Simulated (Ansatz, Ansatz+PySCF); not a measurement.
```xyz
4

C     0.0000    0.0000   -0.4398
C     0.0000    0.0000    0.7562
H     0.0000   -0.8723   -0.9492
H     0.0000    0.8723   -0.9492
```

RHF-MP2 on singlet C₂H₂ was run in several spherical basis sets with Ansatz (development build ahead of 0.2.0). Frozen core: 2 orbitals. Caution for RHF-MP2: no unrestricted run beside it, a lower state can exist.

Question: Rank the basis sets by the total energy that they give, lowest first, with the distance from the lowest.
A. def2-SVP
B. def2-TZVP
C. 6-31G(d)
D. cc-pVTZ
E. cc-pVDZ

Answer: D (0.00 eV), B (0.13 eV), E (2.25 eV), C (2.70 eV), A (4.01 eV).

Totals follow the description of the cores as much as that of the bonds, so this order isn't one of quality for chemistry.
